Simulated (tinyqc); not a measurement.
Worked calculation: extended Hueckel theory, for BH3. Computed by tinyqc, a small Python program that keeps every step (integrals from PySCF). Settings: charge = 0, K = 1.75, weighted = 1, multiplicity = 1. Command: `OMP_NUM_THREADS=1 python tinyqc.py 25861 25862 out.jsonl` (the two numbers bound the seeds that draw the settings). One thread of a shared host (Intel(R) Xeon(R) Processor @ 2.60GHz), about 0.01 s of CPU time with the checks.

## Overlaps

Geometry (angstrom):

| atom | x | y | z |
|---|---|---|---|
| B | 0.000000 | 0.000000 | 0.017000 |
| H | 1.140000 | 0.000000 | 0.000000 |
| H | -0.570000 | 0.987000 | 0.000000 |
| H | -0.570000 | -0.987000 | 0.000000 |

Parameters chosen for this run:

| element | shell | Slater exponent | H_ii (eV) |
|---|---|---|---|
| H | 1s | 1.300000 | -13.600000 |
| B | 2s | 1.300000 | -15.200000 |
| B | 2p | 1.300000 | -8.500000 |

Slater orbitals, each expanded in six Gaussians scaled to its exponent.

overlap S:
```
           1B 2s     1B 2px     1B 2py     1B 2pz      2H 1s      3H 1s      4H 1s
1B 2s   1.000000   0.000000   0.000000   0.000000   0.511902   0.512011   0.512011
1B 2px  0.000000   1.000000   0.000000   0.000000   0.545843  -0.273008  -0.273008
1B 2py  0.000000   0.000000   1.000000   0.000000   0.000000   0.472734  -0.472734
1B 2pz  0.000000   0.000000   0.000000   1.000000  -0.008140  -0.008142  -0.008142
2H 1s   0.511902   0.545843   0.000000  -0.008140   1.000000   0.107134   0.107134
3H 1s   0.512011  -0.273008   0.472734  -0.008142   0.107134   1.000000   0.107207
4H 1s   0.512011  -0.273008  -0.472734  -0.008142   0.107134   0.107207   1.000000
```

## Wolfsberg-Helmholz matrix

diagonal H_ii (eV): 1B 2s -15.200000, 1B 2px -8.500000, 1B 2py -8.500000, 1B 2pz -8.500000, 2H 1s -13.600000, 3H 1s -13.600000, 4H 1s -13.600000

K = 1.750000

H_ij = K' S_ij (H_ii + H_jj)/2 for i != j (the diagonal keeps H_ii), with K' = K + D^2 + D^4 (1 - K), D = (H_ii - H_jj)/(H_ii + H_jj), K = 1.75.

H (eV):
```
             1B 2s      1B 2px     1B 2py     1B 2pz       2H 1s       3H 1s       4H 1s
1B 2s   -15.200000    0.000000   0.000000   0.000000  -12.922637  -12.925391  -12.925391
1B 2px    0.000000   -8.500000   0.000000   0.000000  -10.863608    5.433523    5.433523
1B 2py    0.000000    0.000000  -8.500000   0.000000    0.000000   -9.408574    9.408574
1B 2pz    0.000000    0.000000   0.000000  -8.500000    0.162001    0.162052    0.162052
2H 1s   -12.922637  -10.863608   0.000000   0.162001  -13.600000   -2.549778   -2.549778
3H 1s   -12.925391    5.433523  -9.408574   0.162052   -2.549778  -13.600000   -2.551525
4H 1s   -12.925391    5.433523   9.408574   0.162052   -2.549778   -2.551525  -13.600000
```

## Orbitals

valence electrons = 6

Solve H C = S C e through S^(-1/2); fill by pairs from the bottom, a degenerate level sharing its electrons equally; each orbital has its largest coefficient positive (the first on a tie).

orbital energies (eV): -19.734834  -14.637509  -14.636933  -8.501054  12.737516  12.738946  25.704116

occupations: 2.000000  2.000000  2.000000  0.000000  0.000000  0.000000  0.000000

coefficients:
```
              MO1        MO2        MO3        MO4        MO5        MO6        MO7
1B 2s    0.520412   0.000040   0.000000   0.014525   0.001360   0.000000   1.602268
1B 2px  -0.000001   0.406696   0.000000   0.000000   1.355408   0.000000  -0.001588
1B 2py   0.000000   0.000000   0.406748   0.000000   0.000000   1.355383   0.000000
1B 2pz  -0.000102   0.000000   0.000000   0.999860  -0.000023   0.000000  -0.027276
2H 1s    0.278845   0.579020   0.000000  -0.003784  -1.077737   0.000000  -0.836253
3H 1s    0.278905  -0.289450   0.501405  -0.003783   0.537777  -0.932780  -0.838170
4H 1s    0.278905  -0.289450  -0.501405  -0.003783   0.537777   0.932780  -0.838170
```

sum of one-electron energies = -98.018553 eV

## Mulliken analysis

P = C n C^T; charge = valence electrons (H 1, B 3) minus the sum of (P S)_ii on the atom; overlap population = 2 sum P_ij S_ij between two atoms.

charges: 1B 0.579541, 2H -0.193212, 3H -0.193165, 4H -0.193165

Overlap populations:

| pair | value |
|---|---|
| 2-1 | 0.811336 |
| 3-1 | 0.811442 |
| 3-2 | -0.038494 |
| 4-1 | 0.811442 |
| 4-2 | -0.038494 |
| 4-3 | -0.038525 |
